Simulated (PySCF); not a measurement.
# UM06-2X/STO-6G run of BH2Cl− (SMILES [BH2-]Cl)

Aim: the vertical doublet–quartet gap of BH2Cl− at UM06-2X/STO-6G, from 2 runs. The job is set up through a Python script.

Program for the calculation: PySCF 2.14.0.

10 further runs of the same task are left out: 1 that didn't finish, 9 set aside as unsound or not needed.

## Step 1: The system as given

The species is BH2Cl− (4 atoms), meant as a doublet with charge -1. As SMILES, `[BH2-]Cl`. The coordinates come from a GFN2-xTB relaxation.

Bond lengths: B1–Cl2 1.923 Å, B1–H3 1.212 Å, B1–H4 1.212 Å. Angles: Cl2–B1–H3 107.8°, Cl2–B1–H4 107.8°, H3–B1–H4 115.8°.

## Step 2: The energy at UM06-2X/STO-6G

input.py reads:

```python
from pyscf import gto, dft

mol = gto.Mole()
mol.atom = 'B -0.072740 -0.194320 -0.337270; Cl 1.390160 0.062360 0.884750; H -0.963970 -0.752550 0.264630; H -0.353460 0.884500 -0.812110'
mol.verbose = 3
mol.charge = -1
mol.basis = 'sto-6g'
mol.spin = 1
mol.max_memory = 1860
mol.build()

ks = dft.UKS(mol)
ks.xc = 'm06-2x'
ks.grids.level = 5
ks.conv_tol = 1e-10
ks.kernel()
if not ks.converged:
    ks = ks.newton().run(ks.mo_coeff, ks.mo_occ)

etot = ks.e_tot
print(f'total energy: {etot:.8f} hartree')
```

Launch:

```bash
OMP_NUM_THREADS=1 python input.py
```

The program printed:

```text
WARN: HOMO -0.0344764687672384 >= LUMO -0.0344764687672395

converged SCF energy = -484.456752366227  <S^2> = 0.75296385  2S+1 = 2.0029617
total energy: -484.45675237 hartree
```

Wall time 4.5 s (1 thread of Arm Neoverse V2, shared host); peak memory 0.2 GiB.

## Step 3: The quartet at the same level

job.py reads:

```python
from pyscf import gto, dft

mol = gto.Mole()
mol.atom = '''
B     -0.072740    -0.194320    -0.337270
Cl     1.390160     0.062360     0.884750
H     -0.963970    -0.752550     0.264630
H     -0.353460     0.884500    -0.812110
'''
mol.max_memory = 1860
mol.spin = 3
mol.verbose = 4
mol.basis = 'sto-6g'
mol.charge = -1
mol.build()

mf = dft.UKS(mol, xc='m06-2x')
mf.conv_tol = 1e-10
mf.grids.level = 5
mf.kernel()
if not mf.converged:
    mf = mf.newton().run(mf.mo_coeff, mf.mo_occ)

e_tot = mf.e_tot
print('Final energy', e_tot)
```

Launch:

```bash
OMP_NUM_THREADS=1 python job.py
```

The program printed:

```text
PySCF version 2.14.0

[INPUT] num. atoms = 4
[INPUT] num. electrons = 25
[INPUT] charge = -1
[INPUT] spin (= nelec alpha-beta = 2S) = 3
[INPUT] symmetry False subgroup None
[INPUT] Mole.unit = angstrom
[INPUT] Symbol           X                Y                Z      unit          X                Y                Z       unit  Magmom
[INPUT]  1 B     -0.072740000000  -0.194320000000  -0.337270000000 AA   -0.137458678301  -0.367211580525  -0.637347930032 Bohr   0.0
[INPUT]  2 Cl     1.390160000000   0.062360000000   0.884750000000 AA    2.627021669325   0.117843321128   1.671935188709 Bohr   0.0
[INPUT]  3 H     -0.963970000000  -0.752550000000   0.264630000000 AA   -1.821639292297  -1.422113395041   0.500078224344 Bohr   0.0
[INPUT]  4 H     -0.353460000000   0.884500000000  -0.812110000000 AA   -0.667942595989   1.671462757178  -1.534665483021 Bohr   0.0

nuclear repulsion = 35.0185066390499
number of shells = 10
number of NR pGTOs = 96
number of NR cGTOs = 16
basis = sto-6g
ecp = {}

******** <class 'pyscf.dft.uks.UKS'> ********
method = UKS
initial guess = minao
damping factor = 0
level_shift factor = 0
DIIS = <class 'pyscf.scf.diis.CDIIS'>
diis_start_cycle = 1
diis_space = 8
diis_damp = 0
SCF conv_tol = 1e-10
SCF conv_tol_grad = None
SCF max_cycles = 50
direct_scf = True
direct_scf_tol = 1e-13
number electrons alpha = 14  beta = 11
XC library pyscf.dft.libxc version 7.0.0
    S. Lehtola, C. Steigemann, M. J.T. Oliveira, and M. A.L. Marques.,  SoftwareX 7, 1–5 (2018)
XC functionals = m06-2x
    Y. Zhao and D. G. Truhlar.,  Theor. Chem. Acc. 120, 215 (2008)
    Y. Zhao and D. G. Truhlar.,  Theor. Chem. Acc. 120, 215 (2008)
radial grids:
    Treutler-Ahlrichs [JCP 102, 346 (1995); DOI:10.1063/1.469408] (M4) radial grids

becke partition: Becke, JCP 88, 2547 (1988); DOI:10.1063/1.454033
pruning grids: <function nwchem_prune>
grids dens level: 5
symmetrized grids: False
atomic radii adjust function: <function treutler_atomic_radii_adjust>
small_rho_cutoff = 0
Set gradient conv threshold to 1e-05
tot grids = 133288
init E= -484.130133322003
[... the frontier-level lines of each cycle are left out ...]


cycle= 1 E= -483.976160489944  delta_E= 0.154  |g|= 0.202  |ddm|= 2.35


cycle= 2 E= -484.028895511903  delta_E= -0.0527  |g|= 0.0713  |ddm|= 0.706


cycle= 3 E= -484.034472102489  delta_E= -0.00558  |g|= 0.0131  |ddm|= 0.19


cycle= 4 E= -484.034987173045  delta_E= -0.000515  |g|= 0.0091  |ddm|= 0.0763


cycle= 5 E= -484.035088222055  delta_E= -0.000101  |g|= 0.00249  |ddm|= 0.0194


cycle= 6 E= -484.035098172486  delta_E= -9.95e-06  |g|= 0.000421  |ddm|= 0.0085


cycle= 7 E= -484.035098491561  delta_E= -3.19e-07  |g|= 7.38e-05  |ddm|= 0.00149


cycle= 8 E= -484.035098504031  delta_E= -1.25e-08  |g|= 1.81e-05  |ddm|= 0.000453


cycle= 9 E= -484.035098505271  delta_E= -1.24e-09  |g|= 6.39e-06  |ddm|= 0.000167


cycle= 10 E= -484.035098505579  delta_E= -3.08e-10  |g|= 3.55e-06  |ddm|= 6.7e-05


cycle= 11 E= -484.035098505794  delta_E= -2.16e-10  |g|= 2.29e-06  |ddm|= 5.98e-05


cycle= 12 E= -484.035098505934  delta_E= -1.4e-10  |g|= 4.25e-07  |ddm|= 9.03e-05


cycle= 13 E= -484.035098505936  delta_E= -1.82e-12  |g|= 1.32e-07  |ddm|= 8.74e-06


Extra cycle  E= -484.035098505936  delta_E= -1.14e-13  |g|= 9.59e-08  |ddm|= 8.85e-07
converged SCF energy = -484.035098505936  <S^2> = 3.7501412  2S+1 = 4.0000706
Final energy -484.03509850593605
```

It took 5.7 s on 1 thread of Arm Neoverse V2, shared host; peak memory 0.2 GiB.

## Step 4: Summary of results

At UM06-2X/STO-6G:

| quantity | value |
| --- | --- |
| doublet: total energy | -484.45675 Eh |
| doublet: HOMO energy (highest over α and β) | 4.41 eV |
| doublet: LUMO energy (lowest over α and β) | 13.46 eV |
| doublet: ⟨S²⟩ | 0.753 |
| quartet: total energy | -484.03510 Eh |
| quartet: HOMO energy (highest over α and β) | 12.21 eV |
| quartet: ⟨S²⟩ | 3.750 |
| vertical energy of the quartet above the doublet | 11.474 eV |

What this shows: At this shape the quartet lies 11.47 eV (1107 kJ/mol) above the doublet. For an anion a state so high probably lies above electron detachment. In a minimal basis such a difference can be off by several eV, whatever the method. Mulliken charges (doublet) run from -0.52 on Cl2 to -0.13 on B1. The HOMO (doublet) lies at positive energy, 4.41 eV; only total energies tell whether the electron is bound. Mulliken charges (quartet) run from -0.41 on B1 to -0.12 on H3. The HOMO (quartet) lies at positive energy, 12.21 eV; only total energies tell whether the electron is bound.
